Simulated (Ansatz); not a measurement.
System: bcc W. Method: B3LYP (VWN-RPA form) (plane waves, PAW; Ansatz, a first-principles code).

Numerical settings: plane-wave cutoff 460 eV, 14×14×14 k mesh, Fermi–Dirac smearing 0.05 eV, no spin polarisation, scalar-relativistic PAW data made under PBE.

Cell (relaxed at this level):

```xyz
1
Lattice="-1.5980 1.5980 1.5980 1.5980 -1.5980 1.5980 1.5980 1.5980 -1.5980" Properties=species:S:1:pos:R:3 pbc="T T T"
W      0.0000     0.0000     0.0000
```

**Question.** Estimate the bulk modulus and pressure derivative B′ of the bulk modulus that the calculation returns.

**Answer.** 
bulk modulus: 308 GPa
pressure derivative B′ of the bulk modulus: 4.3

Measured, for comparison: bulk modulus 312 GPa (zero-point energy and finite temperature contributions removed, our sources range from 300 to 328; as tabulated in doi:10.1021/acs.jctc.3c00612). Computed (rounded) less measured: bulk modulus -1 % (inside the range of the sources held).

Spin–orbit coupling is not included.

The computed numbers hold no vibrational or temperature effects.

The result took about 17 core-minutes (a rough figure).
